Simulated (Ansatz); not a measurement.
**Cohesive energy of some III–V compounds**

Method: LDA (plane waves, PAW; Ansatz, a program for electronic structure). References are measured values corrected to a static lattice.

Values in eV/atom.

```
solid                    reference   LDA  error (eV/atom)
----------------  ----------------  ----  ---------------
zinc-blende GaSb              3.03  3.67            +0.64
zinc-blende GaAs              3.34  4.04            +0.70
cubic BN                      6.76  8.05            +1.29
wurtzite AlN                  5.85  6.62            +0.77
zinc-blende GaP               3.61  4.34            +0.73
zinc-blende AlP   4.32 (4.20–4.32)  4.81            +0.49
zinc-blende BP                5.14  6.23            +1.09
```

Over these 7 solids the mean error is +0.82 eV/atom, the mean absolute error 0.82 eV/atom (median 0.73 eV/atom), and the worst case cubic BN at +1.29 eV/atom; the value is above the reference in 7 of 7 cases.

All these references are brought to a static lattice.

Spin–orbit coupling is left out, also for the solids with elements from indium on (zinc-blende GaSb); its size isn't shown.

Brackets give the range of the sources taken for a reference, where it is wide; it can hold other temperatures.

Differences are worked out from the printed values.

Free atoms are spin-polarised, in the lowest state found; at levels without +SOC their spin–orbit coupling is left out. Each level is taken at its own relaxed cell. Ansatz's density-functional and Hartree–Fock values are scalar-relativistic unless marked +SOC, with PAW data made under PBE.

Not in this set, of the III–V compounds with a reference value in our tables and a result at some level: 2 for sources at odds; 2 for the spin–orbit terms of free Br, In, Sn, Te, I and atoms past barium, a cut that leaves lighter open-shell atoms' terms in the errors; 1 for a reference at room or unstated temperature. These can be a level's best or worst cases. At least 1 more with a reference value is held back for tests. Solids without a released value at any level aren't counted. Layered and molecular crystals are counted apart.

References as tabulated in Mejia-Rodriguez and Trickey (2018), arXiv:1807.09216; Paulus et al. (1996), arXiv:cond-mat/9605064. Worked out here from the CRC Handbook's enthalpies at 298 K, with a Debye model for the thermal and zero-point parts: AlN.
